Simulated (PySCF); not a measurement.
Acetamide: calculation and literature

Bonds (- single, = double, # triple, : aromatic): C1-C2 1.509 Å, C2-N3 1.360 Å, C2=O4 1.211 Å. C1 carries H5, H6, H7; N3 carries H8, H9. H8 is cis to the C=O or C=S heteroatom; H9 is trans to the C=O or C=S heteroatom.

What is known from experiment: δ ¹³C C1 22.3; δ ¹H H5/H6/H7 2.02 ppm (measured; solution, not stated per compound (mostly CDCl3 or CCl4); Pretsch, Buehlmann, Badertscher, Structure Determination of Organic Compounds, 4th ed. (2009)).

- shielding tensors at B97-2/pcSseg-2 (GIAO)
- geometry: PBE0-D3(BJ)/def2-TZVP
- program: PySCF
- single conformer, relativity neglected, rapidly exchanging positions averaged, isolated molecule

Question: What does the calculation give, and how does it compare?

Answer: 
Reference values: measured (solution, not stated per compound (mostly CDCl3 or CCl4); Pretsch, Buehlmann, Badertscher, Structure Determination of Organic Compounds, 4th ed. (2009)).
| atoms | quantity | reference | computed | computed, scaled |
| --- | --- | --- | --- | --- |
| C1 | δ ¹³C | 22.3 | 23.0 | 20.2 |
| H5/H6/H7 | δ ¹H | 2.02 | 1.87 | 1.90 |

Computed shifts are σ(ref) − σ with the named reference compound (TMS for H and C) calculated as an isolated molecule at the same level. The measured values may be among those fitted. Scaled to experiment by linear calibration (H and C: mostly CDCl3 data, vs TMS): ¹³C (scatter 2.0 ppm rms, 2.1 ppm with the 1 outlier that the fit left out); ¹H (scatter 0.14 ppm rms, 0.16 ppm with the 4 outliers that the fit left out). Occasional misses reach two or three times the rms, and more in compound classes unlike the fitted ones. Hydrogens on heteroatoms aren't scaled, only referred to computed TMS.
